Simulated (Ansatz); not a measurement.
**BSiH5 (SMILES B[SiH3]): CCSD(T)/STO-3G**

Aim: the energy change on altering one bond length of BSiH5 at CCSD(T)/STO-3G, from 2 runs. 

The results are computed with Ansatz 0.2.0.

47 further runs of the same task are left out: 47 set aside as unsound or not needed.

## Step 1: Starting point

BSiH5: 7 atoms, total charge 0, spin state singlet. SMILES: `B[SiH3]`. The shape is that of a PBE0-D4/def2-TZVP optimisation.

Bond lengths: B1–Si2 2.010 Å, B1–H3 1.196 Å, B1–H4 1.195 Å, Si2–H5 1.492 Å, Si2–H6 1.492 Å, Si2–H7 1.487 Å. Angles: B1–Si2–H5 108.8°, B1–Si2–H6 108.8°, B1–Si2–H7 115.1°, Si2–B1–H3 118.9°, Si2–B1–H4 123.6°, H5–Si2–H6 107.3°, H5–Si2–H7 108.3°, H6–Si2–H7 108.3°, H3–B1–H4 117.5°.

## Step 2: A single-point energy at CCSD(T)/STO-3G

Input file input.yaml:

```yaml
crystal:
  periodic: [false, false, false]
  atoms:
    - {symbol: B, position_ang: [-0.043200, -1.189000, 0.204300]}
    - {symbol: Si, position_ang: [0.089100, 0.785300, -0.148500]}
    - {symbol: H, position_ang: [-1.126000, -1.690600, 0.290100]}
    - {symbol: H, position_ang: [0.906400, -1.902500, 0.335400]}
    - {symbol: H, position_ang: [-0.616000, 1.093400, -1.427200]}
    - {symbol: H, position_ang: [-0.623600, 1.516700, 0.939600]}
    - {symbol: H, position_ang: [1.474500, 1.318800, -0.239500]}
basis:
  gaussian: {orbitals: STO-3G}
correlation: {method: ccsd_t, frozen_orbitals: {B: 1, H: 0, Si: 5}}
accuracy: high
scf: {omitted_lower_state_checks: [cluster_reference, increment]}
```

The run is started by

```
$ ansatz run input.yaml --threads 1 --pin off --max-ram 2610MiB --events-out events.jsonl --progress --plain --runs-dir runs
```

The program printed:

```text
Warning: RAYON_NUM_THREADS=1 ignored (pool sized by the plan → 1); use --threads N
Functional definition: HF
  name "HF"
  exchange = exact_x
  correlation = 0
these checks for a lower state are left out or cut short: cluster_reference, increment
334 factors; integrals over basis functions are off by at most 1.3e-8 eV
mean field evaluation 1: about -8512.0998 eV, gradient 1.3e1 eV
mean field evaluation 2: about -8512.1011 eV, gradient 1.2e1 eV
mean field evaluation 4: about -8512.8774 eV, gradient 4.6e-1 eV
mean field evaluation 8: about -8512.8778 eV, gradient 1.9e-5 eV
mean field -8512.87781859 eV, -312.8424895974 hartree, gradient 2.9e-8 eV, S^2 0.000000; 0 other end points of the search recorded, 0 dependent functions left out
6 core orbitals not correlated: weight in the atoms' cores, before any rotation towards them, 1.000 or more for the frozen orbitals, at most 0.000 for the correlated occupied ones
reference -8512.87781859 eV, -312.8424895974 hartree; 6, 6 occupied and 7, 7 virtual orbitals, 334 factors
second order -2.05144123 eV of doubles, -0.00000000 eV of singles
cycle   1  -2.66232661 eV  change   -6.1e-1 eV  update   6.3e-2
cycle   2  -2.97862159 eV  change   -3.2e-1 eV  update   2.3e-2
cycle   3  -2.98467479 eV  change   -6.1e-3 eV  update   3.5e-3
cycle   4  -2.98579337 eV  change   -1.1e-3 eV  update   1.4e-3
cycle   5  -2.98610337 eV  change   -3.1e-4 eV  update   4.4e-4
cycle   6  -2.98591502 eV  change    1.9e-4 eV  update   9.9e-5
cycle   7  -2.98590209 eV  change    1.3e-5 eV  update   3.1e-5
cycle   8  -2.98591174 eV  change   -9.6e-6 eV  update   8.7e-6
cycle   9  -2.98590673 eV  change    5.0e-6 eV  update   2.1e-6
cycle  10  -2.98590591 eV  change    8.2e-7 eV  update   6.1e-7
cycle  11  -2.98590567 eV  change    2.3e-7 eV  update   1.9e-7
cycle  12  -2.98590588 eV  change   -2.1e-7 eV  update   4.9e-8
cycle  13  -2.98590591 eV  change   -3.0e-8 eV  update   1.8e-8
cycle  14  -2.98590549 eV  change    4.2e-7 eV  update   8.2e-8
cycle  15  -2.98590532 eV  change    1.7e-7 eV  update   2.7e-8
cycle  16  -2.98590531 eV  change    1.6e-8 eV  update   5.2e-9
cycle  17  -2.98590531 eV  change   4.8e-11 eV  update   1.5e-9
cycle  18  -2.98590531 eV  change  -6.6e-10 eV  update  5.0e-10
perturbative correction -0.02210157 eV, -0.0008122177 hartree
Total energy: -8515.88582547 eV, -312.9530318113 hartree
Checks for a lower state left out: cluster_reference, increment
```

It took 0.12 s on 1 thread of Arm Neoverse V2, shared host.

## Step 3: The distorted shape

Input file molecule.yaml:

```yaml
basis:
  gaussian: {orbitals: STO-3G}
crystal:
  periodic: [false, false, false]
  atoms:
    - symbol: B
      position_ang: [-0.280567, -1.010650, 0.171530]
    - symbol: Si
      position_ang: [-0.148267, 0.963650, -0.181270]
    - symbol: H
      position_ang: [-1.363367, -1.512250, 0.257330]
    - symbol: H
      position_ang: [0.906400, -1.902500, 0.335400]
    - symbol: H
      position_ang: [-0.853367, 1.271750, -1.459970]
    - symbol: H
      position_ang: [-0.860967, 1.695050, 0.906830]
    - symbol: H
      position_ang: [1.237133, 1.497150, -0.272270]
correlation: {method: ccsd_t, frozen_orbitals: {B: 1, H: 0, Si: 5}}
accuracy: high
scf: {omitted_lower_state_checks: [cluster_reference, increment]}
```

The run is started by

```
$ ansatz run molecule.yaml --threads 1 --pin off --max-ram 2610MiB --events-out events.jsonl --progress --plain --runs-dir runs
```

The program printed:

```text
Warning: RAYON_NUM_THREADS=1 ignored (pool sized by the plan → 1); use --threads N
[... 4 set-up lines as earlier in the session ...]
these checks for a lower state are left out or cut short: cluster_reference, increment
334 factors; integrals over basis functions are off by at most 9.9e-9 eV
mean field evaluation 1: about -8510.5605 eV, gradient 1.4e1 eV
mean field evaluation 2: about -8510.5570 eV, gradient 1.4e1 eV
mean field evaluation 4: about -8511.5955 eV, gradient 7.8e-1 eV
mean field evaluation 8: about -8511.5978 eV, gradient 7.2e-5 eV
mean field -8511.59781875 eV, -312.7954504707 hartree, gradient 4.1e-9 eV, S^2 0.000000; 0 other end points of the search recorded, 0 dependent functions left out
6 core orbitals not correlated: weight in the atoms' cores, before any rotation towards them, 1.000 or more for the frozen orbitals, at most 0.000 for the correlated occupied ones
reference -8511.59781875 eV, -312.7954504707 hartree; 6, 6 occupied and 7, 7 virtual orbitals, 334 factors
second order -2.25325718 eV of doubles, -0.00000000 eV of singles
cycle   1  -2.93654753 eV  change   -6.8e-1 eV  update   6.9e-2
cycle   2  -3.30795818 eV  change   -3.7e-1 eV  update   2.7e-2
cycle   3  -3.31552249 eV  change   -7.6e-3 eV  update   3.8e-3
cycle   4  -3.31698537 eV  change   -1.5e-3 eV  update   1.5e-3
cycle   5  -3.31742374 eV  change   -4.4e-4 eV  update   4.9e-4
cycle   6  -3.31721333 eV  change    2.1e-4 eV  update   1.1e-4
cycle   7  -3.31720333 eV  change    1.0e-5 eV  update   3.5e-5
cycle   8  -3.31721944 eV  change   -1.6e-5 eV  update   1.0e-5
cycle   9  -3.31721271 eV  change    6.7e-6 eV  update   2.7e-6
cycle  10  -3.31721113 eV  change    1.6e-6 eV  update   7.5e-7
cycle  11  -3.31721076 eV  change    3.6e-7 eV  update   2.2e-7
cycle  12  -3.31721093 eV  change   -1.7e-7 eV  update   6.1e-8
cycle  13  -3.31721097 eV  change   -3.7e-8 eV  update   2.1e-8
cycle  14  -3.31721041 eV  change    5.6e-7 eV  update   9.6e-8
cycle  15  -3.31721017 eV  change    2.4e-7 eV  update   3.2e-8
cycle  16  -3.31721014 eV  change    2.8e-8 eV  update   7.3e-9
cycle  17  -3.31721014 eV  change   6.4e-11 eV  update   2.6e-9
cycle  18  -3.31721014 eV  change   -1.5e-9 eV  update  8.7e-10
cycle  19  -3.31721014 eV  change  -2.2e-10 eV  update  2.0e-10
perturbative correction -0.02647516 eV, -0.0009729442 hartree
Total energy: -8514.94150405 eV, -312.9183286390 hartree
Checks for a lower state left out: cluster_reference, increment
```

Wall time 0.12 s (1 thread of Arm Neoverse V2, shared host).

## Step 4: What came out

Level: CCSD(T)/STO-3G, 6 core orbitals frozen.

```
                                                         quantity          value
                                        first shape: total energy  -312.95303 Eh
         first shape: correlation energy (6 core orbitals frozen)     -110.5 mEh
                                      first shape: (T) correction      -0.81 mEh
                                       first shape: T1 diagnostic          0.006
                                    distorted shape: total energy  -312.91833 Eh
     distorted shape: correlation energy (6 core orbitals frozen)     -122.9 mEh
                                  distorted shape: (T) correction      -0.97 mEh
                                   distorted shape: T1 diagnostic          0.006
energy change with the B1–H4 bond stretched from 1.195 to 1.494 Å       0.944 eV
```

**Reading.** With the B1–H4 bond stretched from 1.195 to 1.494 Å the energy rises by 0.94 eV (21.8 kcal/mol). The first shape isn't relaxed at this level, so the change isn't measured from a minimum. The minimal basis adds a large error of its own. The triples (first shape) make up 0.7 % of the correlation energy. The triples (distorted shape) make up 0.8 % of the correlation energy.
